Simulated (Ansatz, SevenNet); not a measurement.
Ladder of methods for the elastic constant C44 of rock-salt HfC

Reference value: 180 GPa (measured, temperature not stated, no zero-point or thermal correction; as tabulated in Wu et al. (2005), arXiv:cond-mat/0412374).

```
level (code)           value (GPa)  cell (Å³/atom)  difference (%)
---------------------  -----------  --------------  --------------
SevenNet-0                     121           12.57             -33
LDA (Ansatz)                   178           11.95            -1.1
BLYP (Ansatz)                  168           12.98            -6.7
PBE (Ansatz)                   171           12.58            -5.0
RPBE (Ansatz)                  168           12.80            -6.7
PBE-D3(BJ) (Ansatz)            174           12.32            -3.3
r²SCAN+SOC (Ansatz)            189           12.46            +5.0
r²SCAN+rVV10 (Ansatz)          188           12.41            +4.4
HSE06 (Ansatz)                 197           12.50            +9.4
```

The reference's temperature isn't stated, so close values are not ranked against it. Off by more than 25 %, or 35 % on the side where a correction would as a rule narrow the miss (bounds picked here): SevenNet-0 (-33 %).

The reference isn't brought to a static lattice, while the calculations are for one, so the differences are not the levels' errors alone. A static lattice is as a rule stiffer than a warm one, by over a tenth in soft solids.  Density-functional levels without +SOC have no spin–orbit coupling. PBE-D3(BJ): the dispersion coefficients are held fixed in the derivatives. HSE06: hybrids on metals are sensitive to the k mesh. HSE06: the run warned that the count of filled bands differs between k points. Each level is taken at its own relaxed cell. Cutoffs and k meshes differ between the levels. Ansatz's density-functional and Hartree–Fock values are scalar-relativistic unless marked +SOC, with PAW data made under PBE.

Machine-learned potentials (SevenNet-0) are trained on DFT data: a solid inside that data is no test of them.

Differences are worked out from the printed values.

Ansatz is a quantum-chemistry and plane-wave program.
